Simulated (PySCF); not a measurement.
# Match the barriers

Saddle point of BH$_{3}$SO, singlet (BH₃SO ([OH][BH][SH]) → BHO ([BH][O]) + H₂S; bonds formed: S2–H4; bonds broken: B1–S2, O3–H4), PBE0-D4/def2-TZVP structure:

B1  (-0.358, 0.729, -0.315)
S2  (1.147, -0.572, 0.509)
O3  (-0.828, -0.043, -1.200)
H4  (0.177, -0.887, -0.616)
H5  (-0.447, 1.810, 0.172)
H6  (0.309, -1.036, 1.451)
(Å)

Program: PySCF 2.14 with density fitting (its default auxiliary sets; JK sets also for MP2 and CCSD(T)). Basis: def2-TZVPP, with def2-QZVPP for the basis limit. Cores are frozen in the correlated methods. Extrapolation: Hartree–Fock as exp(−7.88 √X), correlation as X^−2.97. Four methods, as single points on the PBE0-D4 structures, gave these electronic barriers from the start structure: 1.841, 2.096, 2.170, 2.790 eV.

**Question.** The methods were, in alphabetical order, CCSD(T), HF, PBE-D4, PBE0-D4. Which gave which? (A judgement: the text doesn't fix the answer.)

**Answer.** By the calculation: PBE-D4 1.841; PBE0-D4 2.096; CCSD(T) 2.170; HF 2.790 eV. For comparison, CCSD(T) at an estimated basis limit (MP2 extrapolated from triple and quadruple zeta, plus CCSD(T) − MP2 in triple zeta) gives 2.153 eV.

The T1 diagnostic stays at or below 0.019.

Labels in which every atom is bracketed show which atoms are joined, not bond orders.

For scale, one of the runs: CCSD(T)/def2-TZVPP, 146 basis functions, launched by `OMP_NUM_THREADS=4 python run.py`. The run took 100 s on 4 CPU threads of an Arm Neoverse N1 (shared host), with 0.88 GiB of host memory at its peak.
